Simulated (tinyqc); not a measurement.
Inside a calculation (part 1 of 2). Method: RHF in the sto-3g basis, for H2O, spin multiplicity 1. Computed by tinyqc, a small Python program that keeps every step (integrals from PySCF). Settings: charge = 0, multiplicity = 1, basis = sto-3g, energy threshold = 1e-10, iteration cap = 71, orthogonalisation = symmetric, start = core, DIIS depth = 0, method = RHF. Command: `OMP_NUM_THREADS=1 python tinyqc.py 25697 25698 out.jsonl` (the two numbers bound the seeds that draw the settings). One thread of a shared host (Intel(R) Xeon(R) Processor @ 2.60GHz), about 0.1 s of CPU time with the checks. Later iterations appear only in the table of the cycle.

## One-electron integrals

Geometry (angstrom):
```
atom         x          y         z
O     0.000000   0.000000  0.000000
H     0.000000   0.814000  0.682000
H     0.000000  -0.814000  0.682000
```

Basis sto-3g: exponents (1/bohr^2) and contraction coefficients of normalised primitives:
```
element  l (shell)    exponent  coefficient
O            s (1)  130.709320     0.154329
O            s (1)   23.808861     0.535328
O            s (1)    6.443608     0.444635
O            s (2)    5.033151    -0.099967
O            s (2)    1.169596     0.399513
O            s (2)    0.380389     0.700115
O            p (3)    5.033151     0.155916
O            p (3)    1.169596     0.607684
O            p (3)    0.380389     0.391957
H            s (1)    3.425251     0.154329
H            s (1)    0.623914     0.535328
H            s (1)    0.168855     0.444635
```

Overlap, kinetic and nuclear-attraction integrals over the contracted functions; the nuclear repulsion is the sum of Za Zb / Rab.

nuclear repulsion = 8.29802375 hartree

overlap S:
```
           1O 1s     1O 2s    1O 2px     1O 2py    1O 2pz     2H 1s      3H 1s
1O 1s   1.000000  0.236704  0.000000   0.000000  0.000000  0.042053   0.042053
1O 2s   0.236704  1.000000  0.000000   0.000000  0.000000  0.408731   0.408731
1O 2px  0.000000  0.000000  1.000000   0.000000  0.000000  0.000000   0.000000
1O 2py  0.000000  0.000000  0.000000   1.000000  0.000000  0.272234  -0.272234
1O 2pz  0.000000  0.000000  0.000000   0.000000  1.000000  0.228088   0.228088
2H 1s   0.042053  0.408731  0.000000   0.272234  0.228088  1.000000   0.213080
3H 1s   0.042053  0.408731  0.000000  -0.272234  0.228088  0.213080   1.000000
```

kinetic energy T (hartree):
```
            1O 1s      1O 2s    1O 2px     1O 2py    1O 2pz      2H 1s      3H 1s
1O 1s   29.003200  -0.168011  0.000000   0.000000  0.000000  -0.007578  -0.007578
1O 2s   -0.168011   0.808128  0.000000   0.000000  0.000000   0.084030   0.084030
1O 2px   0.000000   0.000000  2.528731   0.000000  0.000000   0.000000   0.000000
1O 2py   0.000000   0.000000  0.000000   2.528731  0.000000   0.161128  -0.161128
1O 2pz   0.000000   0.000000  0.000000   0.000000  2.528731   0.134999   0.134999
2H 1s   -0.007578   0.084030  0.000000   0.161128  0.134999   0.760032   0.000827
3H 1s   -0.007578   0.084030  0.000000  -0.161128  0.134999   0.000827   0.760032
```

nuclear attraction V (hartree):
```
             1O 1s       1O 2s     1O 2px      1O 2py     1O 2pz      2H 1s      3H 1s
1O 1s   -61.615077   -7.418984   0.000000    0.000000  -0.016200  -1.351573  -1.351573
1O 2s    -7.418984  -10.041854   0.000000    0.000000  -0.196458  -3.200014  -3.200014
1O 2px    0.000000    0.000000  -9.903175    0.000000   0.000000   0.000000   0.000000
1O 2py    0.000000    0.000000   0.000000  -10.018427   0.000000  -1.880092   1.880092
1O 2pz   -0.016200   -0.196458   0.000000    0.000000  -9.984079  -1.633683  -1.633683
2H 1s    -1.351573   -3.200014   0.000000   -1.880092  -1.633683  -5.441378  -1.271502
3H 1s    -1.351573   -3.200014   0.000000    1.880092  -1.633683  -1.271502  -5.441378
```

core Hamiltonian H = T + V (hartree):
```
             1O 1s      1O 2s     1O 2px     1O 2py     1O 2pz      2H 1s      3H 1s
1O 1s   -32.611877  -7.586995   0.000000   0.000000  -0.016200  -1.359151  -1.359151
1O 2s    -7.586995  -9.233726   0.000000   0.000000  -0.196458  -3.115984  -3.115984
1O 2px    0.000000   0.000000  -7.374444   0.000000   0.000000   0.000000   0.000000
1O 2py    0.000000   0.000000   0.000000  -7.489696   0.000000  -1.718964   1.718964
1O 2pz   -0.016200  -0.196458   0.000000   0.000000  -7.455348  -1.498685  -1.498685
2H 1s    -1.359151  -3.115984   0.000000  -1.718964  -1.498685  -4.681346  -1.270674
3H 1s    -1.359151  -3.115984   0.000000   1.718964  -1.498685  -1.270674  -4.681346
```

## Two-electron integrals

Functions are numbered as in S; the eight-fold symmetry (ij|kl) = (ji|kl) = (kl|ij) leaves the list below.

Two-electron integrals (ij|kl) in chemists' order, unique and non-zero (hartree):
```
(11|11) 4.785065    (21|11) 0.741380    (21|21) 0.136873    (22|11) 1.118947
(22|21) 0.256633    (22|22) 0.817206    (31|31) 0.024477    (32|31) 0.037809
(32|32) 0.180518    (33|11) 1.115814    (33|21) 0.256684    (33|22) 0.817023
(33|33) 0.880159    (41|41) 0.024477    (42|41) 0.037809    (42|42) 0.180518
(43|43) 0.047444    (44|11) 1.115814    (44|21) 0.256684    (44|22) 0.817023
(44|33) 0.785270    (44|44) 0.880159    (51|51) 0.024477    (52|51) 0.037809
(52|52) 0.180518    (53|53) 0.047444    (54|54) 0.047444    (55|11) 1.115814
(55|21) 0.256684    (55|22) 0.817023    (55|33) 0.785270    (55|44) 0.785270
(55|55) 0.880159    (61|11) 0.133460    (61|21) 0.024442    (61|22) 0.045568
(61|33) 0.045479    (61|41) 0.000864    (61|42) 0.001622    (61|44) 0.045640
(61|51) 0.000724    (61|52) 0.001359    (61|54) 0.000135    (61|55) 0.045592
(61|61) 0.004421    (62|11) 0.335652    (62|21) 0.077996    (62|22) 0.276308
(62|33) 0.271526    (62|41) 0.004497    (62|42) 0.034835    (62|44) 0.279798
(62|51) 0.003767    (62|52) 0.029186    (62|54) 0.006930    (62|55) 0.277333
(62|61) 0.014213    (62|62) 0.117185    (63|31) 0.008027    (63|32) 0.047214
(63|43) 0.007174    (63|53) 0.006011    (63|63) 0.016404    (64|11) 0.188874
(64|21) 0.044443    (64|22) 0.168095    (64|33) 0.160526    (64|41) 0.010266
(64|42) 0.067196    (64|44) 0.179672    (64|51) 0.001876    (64|52) 0.016742
(64|54) 0.010031    (64|55) 0.163895    (64|61) 0.008445    (64|62) 0.086611
(64|64) 0.079675    (65|11) 0.158246    (65|21) 0.037236    (65|22) 0.140836
(65|33) 0.134495    (65|41) 0.001876    (65|42) 0.016742    (65|44) 0.138515
(65|51) 0.009598    (65|52) 0.061241    (65|54) 0.010542    (65|55) 0.149338
(65|61) 0.007075    (65|62) 0.072566    (65|64) 0.053011    (65|65) 0.060819
(66|11) 0.485858    (66|21) 0.114728    (66|22) 0.467065    (66|33) 0.448427
(66|41) 0.008318    (66|42) 0.089670    (66|44) 0.480935    (66|51) 0.006969
(66|52) 0.075129    (66|54) 0.027236    (66|55) 0.471247    (66|61) 0.021075
(66|62) 0.253092    (66|64) 0.213470    (66|65) 0.178853    (66|66) 0.774606
(71|11) 0.133460    (71|21) 0.024442    (71|22) 0.045568    (71|33) 0.045479
(71|41) -0.000864   (71|42) -0.001622   (71|44) 0.045640    (71|51) 0.000724
(71|52) 0.001359    (71|54) -0.000135   (71|55) 0.045592    (71|61) 0.004356
(71|62) 0.013786    (71|64) 0.007506    (71|65) 0.006868    (71|66) 0.020252
(71|71) 0.004421    (72|11) 0.335652    (72|21) 0.077996    (72|22) 0.276308
(72|33) 0.271526    (72|41) -0.004497   (72|42) -0.034835   (72|44) 0.279798
(72|51) 0.003767    (72|52) 0.029186    (72|54) -0.006930   (72|55) 0.277333
(72|61) 0.013786    (72|62) 0.094970    (72|64) 0.048482    (72|65) 0.057216
(72|66) 0.167898    (72|71) 0.014213    (72|72) 0.117185    (73|31) 0.008027
(73|32) 0.047214    (73|43) -0.007174   (73|53) 0.006011    (73|63) 0.012858
(73|73) 0.016404    (74|11) -0.188874   (74|21) -0.044443   (74|22) -0.168095
(74|33) -0.160526   (74|41) 0.010266    (74|42) 0.067196    (74|44) -0.179672
(74|51) -0.001876   (74|52) -0.016742   (74|54) 0.010031    (74|55) -0.163895
(74|61) -0.007506   (74|62) -0.048482   (74|64) -0.012358   (74|65) -0.028589
(74|66) -0.076711   (74|71) -0.008445   (74|72) -0.086611   (74|74) 0.079675
(75|11) 0.158246    (75|21) 0.037236    (75|22) 0.140836    (75|33) 0.134495
(75|41) -0.001876   (75|42) -0.016742   (75|44) 0.138515    (75|51) 0.009598
(75|52) 0.061241    (75|54) -0.010542   (75|55) 0.149338    (75|61) 0.006868
(75|62) 0.057216    (75|64) 0.028589    (75|65) 0.046813    (75|66) 0.110632
(75|71) 0.007075    (75|72) 0.072566    (75|74) -0.053011   (75|75) 0.060819
(76|11) 0.125486    (76|21) 0.029449    (76|22) 0.113807    (76|33) 0.111011
(76|44) 0.113122    (76|51) 0.002190    (76|52) 0.020437    (76|55) 0.117163
(76|61) 0.005317    (76|62) 0.048482    (76|64) 0.031011    (76|65) 0.033750
(76|66) 0.110223    (76|71) 0.005317    (76|72) 0.048482    (76|74) -0.031011
(76|75) 0.033750    (76|76) 0.025073    (77|11) 0.485858    (77|21) 0.114728
(77|22) 0.467065    (77|33) 0.448427    (77|41) -0.008318   (77|42) -0.089670
(77|44) 0.480935    (77|51) 0.006969    (77|52) 0.075129    (77|54) -0.027236
(77|55) 0.471247    (77|61) 0.020252    (77|62) 0.167898    (77|64) 0.076711
(77|65) 0.110632    (77|66) 0.320885    (77|71) 0.021075    (77|72) 0.253092
(77|74) -0.213470   (77|75) 0.178853    (77|76) 0.110223    (77|77) 0.774606
```

## Orthogonalisation

S = U s U^T; symmetric (Loewdin) form X = U s^(-1/2) U^T, so that X^T S X = 1.

eigenvalues of S: 0.410134  0.493994  0.882464  1.000000  1.102838  1.292926  1.817644

X:
```
            1O 1s      1O 2s    1O 2px     1O 2py     1O 2pz      2H 1s      3H 1s
1O 1s    1.023772  -0.138324  0.000000   0.000000  -0.008496   0.019707   0.019707
1O 2s   -0.138324   1.176458  0.000000   0.000000   0.084331  -0.238170  -0.238170
1O 2px   0.000000   0.000000  1.000000   0.000000   0.000000   0.000000   0.000000
1O 2py   0.000000   0.000000  0.000000   1.078665   0.000000  -0.185138   0.185138
1O 2pz  -0.008496   0.084331  0.000000   0.000000   1.046021  -0.130448  -0.130448
2H 1s    0.019707  -0.238170  0.000000  -0.185138  -0.130448   1.148642  -0.074932
3H 1s    0.019707  -0.238170  0.000000   0.185138  -0.130448  -0.074932   1.148642
```

## Starting guess

The start is the orbitals of the core Hamiltonian; D = 2 C_occ C_occ^T.

D at the start:
```
            1O 1s      1O 2s    1O 2px     1O 2py     1O 2pz      2H 1s      3H 1s
1O 1s    2.131102  -0.578516  0.000000   0.000000  -0.044860   0.071186   0.071186
1O 2s   -0.578516   2.547808  0.000000   0.000000   0.264223  -0.309901  -0.309901
1O 2px   0.000000   0.000000  2.000000   0.000000   0.000000   0.000000   0.000000
1O 2py   0.000000   0.000000  0.000000   2.268573   0.000000  -0.306482   0.306482
1O 2pz  -0.044860   0.264223  0.000000   0.000000   2.158111  -0.218733  -0.218733
2H 1s    0.071186  -0.309901  0.000000  -0.306482  -0.218733   0.095443   0.012632
3H 1s    0.071186  -0.309901  0.000000   0.306482  -0.218733   0.012632   0.095443
```

## Iteration 1: building the Fock matrix

J_ij = sum D_kl (ij|kl), K_ij = sum D_kl (ik|jl); F = H + J - 0.5 K; E = tr D H + tr D J / 2 - 0.25 tr D K + E_nn.

Coulomb J (hartree):
```
            1O 1s      1O 2s    1O 2px     1O 2py     1O 2pz     2H 1s      3H 1s
1O 1s   18.709346   3.570926  0.000000   0.000000   0.004008  0.637876   0.637876
1O 2s    3.570926   8.853688  0.000000   0.000000  -0.003038  2.894756   2.894756
1O 2px   0.000000   0.000000  8.849300   0.000000   0.000000  0.000000   0.000000
1O 2py   0.000000   0.000000  0.000000   8.843846   0.000000  1.725303  -1.725303
1O 2pz   0.004008  -0.003038  0.000000   0.000000   8.844533  1.442914   1.442914
2H 1s    0.637876   2.894756  0.000000   1.725303   1.442914  4.684416   1.160955
3H 1s    0.637876   2.894756  0.000000  -1.725303   1.442914  1.160955   4.684416
```

exchange K (hartree):
```
           1O 1s     1O 2s    1O 2px     1O 2py    1O 2pz     2H 1s      3H 1s
1O 1s   9.852661  1.722032  0.000000   0.000000  0.001517  0.324313   0.324313
1O 2s   1.722032  2.873202  0.000000   0.000000  0.003493  0.816364   0.816364
1O 2px  0.000000  0.000000  2.371846   0.000000  0.000000  0.000000   0.000000
1O 2py  0.000000  0.000000  0.000000   2.367810  0.000000  0.363574  -0.363574
1O 2pz  0.001517  0.003493  0.000000   0.000000  2.366372  0.302830   0.302830
2H 1s   0.324313  0.816364  0.000000   0.363574  0.302830  0.365167   0.223416
3H 1s   0.324313  0.816364  0.000000  -0.363574  0.302830  0.223416   0.365167
```

Fock matrix F (hartree):
```
             1O 1s      1O 2s    1O 2px     1O 2py     1O 2pz      2H 1s      3H 1s
1O 1s   -18.828862  -4.877085  0.000000   0.000000  -0.012951  -0.883431  -0.883431
1O 2s    -4.877085  -1.816639  0.000000   0.000000  -0.201243  -0.629410  -0.629410
1O 2px    0.000000   0.000000  0.288933   0.000000   0.000000   0.000000   0.000000
1O 2py    0.000000   0.000000  0.000000   0.170245   0.000000  -0.175449   0.175449
1O 2pz   -0.012951  -0.201243  0.000000   0.000000   0.205999  -0.207186  -0.207186
2H 1s    -0.883431  -0.629410  0.000000  -0.175449  -0.207186  -0.179514  -0.221427
3H 1s    -0.883431  -0.629410  0.000000   0.175449  -0.207186  -0.221427  -0.179514
```

total energy of this density = -73.26841737 hartree

## Iteration 1: diagonalisation and new density

Diagonalise F' = X^T F X, C = X C', fill 5 alpha and 5 beta electrons from the bottom; D = 2 C_occ C_occ^T. Each column has its largest component positive (the first on a tie).

F' = X^T F X (hartree):
```
            1          2         3          4          5          6          7
1  -18.452970  -2.635079  0.000000   0.000000  -0.023768  -0.117256  -0.117256
2   -2.635079  -0.765255  0.000000   0.000000  -0.059857  -0.337064  -0.337064
3    0.000000   0.000000  0.288933   0.000000   0.000000   0.000000   0.000000
4    0.000000   0.000000  0.000000   0.341106   0.000000  -0.287082   0.287082
5   -0.023768  -0.059857  0.000000   0.000000   0.306050  -0.221464  -0.221464
6   -0.117256  -0.337064  0.000000  -0.287082  -0.221464   0.154639  -0.078759
7   -0.117256  -0.337064  0.000000   0.287082  -0.221464  -0.078759   0.154639
```

orbital energies (hartree): MO1 -18.840128, MO2 -0.700977, MO3 -0.122299, MO4 0.119856, MO5 0.288933, MO6 0.584955, MO7 0.696804

coefficients C:
```
              MO1        MO2        MO3        MO4       MO5        MO6        MO7
1O 1s    0.993265  -0.223565   0.000000  -0.150483  0.000000  -0.094285   0.000000
1O 2s    0.029227   0.788327   0.000000   0.734029  0.000000   0.602193   0.000000
1O 2px   0.000000   0.000000   0.000000   0.000000  1.000000   0.000000   0.000000
1O 2py   0.000000   0.000000   0.513882   0.000000  0.000000   0.000000   0.983867
1O 2pz   0.003477   0.192265   0.000000  -0.580763  0.000000   0.872419   0.000000
2H 1s   -0.005805   0.196924   0.528766  -0.417440  0.000000  -0.661429  -0.709400
3H 1s   -0.005805   0.196924  -0.528766  -0.417440  0.000000  -0.661429   0.709400
```

D after iteration 1:
```
            1O 1s      1O 2s    1O 2px     1O 2py     1O 2pz      2H 1s      3H 1s
1O 1s    2.118402  -0.515342  0.000000   0.000000   0.095731   0.026052   0.026052
1O 2s   -0.515342   2.322225  0.000000   0.000000  -0.549256  -0.302685  -0.302685
1O 2px   0.000000   0.000000  2.000000   0.000000   0.000000   0.000000   0.000000
1O 2py   0.000000   0.000000  0.000000   0.528149   0.000000   0.543447  -0.543447
1O 2pz   0.095731  -0.549256  0.000000   0.000000   0.748527   0.560550   0.560550
2H 1s    0.026052  -0.302685  0.000000   0.543447   0.560550   0.985325  -0.133050
3H 1s    0.026052  -0.302685  0.000000  -0.543447   0.560550  -0.133050   0.985325
```

## Iteration 2: building the Fock matrix

As before.

Coulomb J (hartree):
```
            1O 1s     1O 2s    1O 2px     1O 2py     1O 2pz     2H 1s      3H 1s
1O 1s   16.924147  3.172968  0.000000   0.000000  -0.002582  0.566968   0.566968
1O 2s    3.172968  7.922262  0.000000   0.000000   0.090066  2.706657   2.706657
1O 2px   0.000000  0.000000  7.940007   0.000000   0.000000  0.000000   0.000000
1O 2py   0.000000  0.000000  0.000000   7.904480   0.000000  1.653482  -1.653482
1O 2pz  -0.002582  0.090066  0.000000   0.000000   7.898174  1.420168   1.420168
2H 1s    0.566968  2.706657  0.000000   1.653482   1.420168  4.855350   1.142682
3H 1s    0.566968  2.706657  0.000000  -1.653482   1.420168  1.142682   4.855350
```

exchange K (hartree):
```
           1O 1s      1O 2s    1O 2px     1O 2py     1O 2pz     2H 1s      3H 1s
1O 1s   9.765988   1.623910  0.000000   0.000000   0.008503  0.304257   0.304257
1O 2s   1.623910   2.535096  0.000000   0.000000  -0.087421  0.944397   0.944397
1O 2px  0.000000   0.000000  2.254627   0.000000   0.000000  0.000000   0.000000
1O 2py  0.000000   0.000000  0.000000   1.520420   0.000000  0.610173  -0.610173
1O 2pz  0.008503  -0.087421  0.000000   0.000000   1.602870  0.555996   0.555996
2H 1s   0.304257   0.944397  0.000000   0.610173   0.555996  1.322986   0.361975
3H 1s   0.304257   0.944397  0.000000  -0.610173   0.555996  0.361975   1.322986
```

Fock matrix F (hartree):
```
             1O 1s      1O 2s     1O 2px     1O 2py     1O 2pz      2H 1s      3H 1s
1O 1s   -20.570724  -5.225981   0.000000   0.000000  -0.023033  -0.944311  -0.944311
1O 2s    -5.225981  -2.579012   0.000000   0.000000  -0.062682  -0.881526  -0.881526
1O 2px    0.000000   0.000000  -0.561750   0.000000   0.000000   0.000000   0.000000
1O 2py    0.000000   0.000000   0.000000  -0.345426   0.000000  -0.370569   0.370569
1O 2pz   -0.023033  -0.062682   0.000000   0.000000  -0.358609  -0.356514  -0.356514
2H 1s    -0.944311  -0.881526   0.000000  -0.370569  -0.356514  -0.487490  -0.308980
3H 1s    -0.944311  -0.881526   0.000000   0.370569  -0.356514  -0.308980  -0.487490
```

total energy of this density = -74.87087661 hartree

## Iteration 2: diagonalisation and new density

As before.

F' = X^T F X (hartree):
```
            1          2          3          4          5          6          7
1  -20.196312  -2.690389   0.000000   0.000000  -0.054295  -0.121387  -0.121387
2   -2.690389  -1.474811   0.000000   0.000000   0.131356  -0.415427  -0.415427
3    0.000000   0.000000  -0.561750   0.000000   0.000000   0.000000   0.000000
4    0.000000   0.000000   0.000000  -0.118133   0.000000  -0.405069   0.405069
5   -0.054295   0.131356   0.000000   0.000000  -0.213277  -0.321391  -0.321391
6   -0.121387  -0.415427   0.000000  -0.405069  -0.321391  -0.041023  -0.085871
7   -0.121387  -0.415427   0.000000   0.405069  -0.321391  -0.085871  -0.041023
```

orbital energies (hartree): MO1 -20.578454, MO2 -1.353617, MO3 -0.615265, MO4 -0.561750, MO5 -0.538955, MO6 0.459733, MO7 0.541979

coefficients C:
```
              MO1        MO2        MO3       MO4        MO5        MO6        MO7
1O 1s    0.994626  -0.246017   0.000000  0.000000   0.081846  -0.107644   0.000000
1O 2s    0.023521   0.925584   0.000000  0.000000  -0.448111   0.682413   0.000000
1O 2px   0.000000   0.000000   0.000000  1.000000   0.000000   0.000000   0.000000
1O 2py   0.000000   0.000000   0.643065  0.000000   0.000000   0.000000   0.904730
1O 2pz   0.003203   0.062665   0.000000  0.000000   0.737440   0.766566   0.000000
2H 1s   -0.004655   0.104678   0.427245  0.000000   0.340771  -0.723501  -0.774793
3H 1s   -0.004655   0.104678  -0.427245  0.000000   0.340771  -0.723501   0.774793
```

D after iteration 2:
```
            1O 1s      1O 2s    1O 2px     1O 2py     1O 2pz      2H 1s      3H 1s
1O 1s    2.113007  -0.481983  0.000000   0.000000   0.096251  -0.004983  -0.004983
1O 2s   -0.481983   2.116123  0.000000   0.000000  -0.544755  -0.111848  -0.111848
1O 2px   0.000000   0.000000  2.000000   0.000000   0.000000   0.000000   0.000000
1O 2py   0.000000   0.000000  0.000000   0.827066   0.000000   0.549493  -0.549493
1O 2pz   0.096251  -0.544755  0.000000   0.000000   1.095510   0.515686   0.515686
2H 1s   -0.004983  -0.111848  0.000000   0.549493   0.515686   0.619284  -0.110869
3H 1s   -0.004983  -0.111848  0.000000  -0.549493   0.515686  -0.110869   0.619284
```
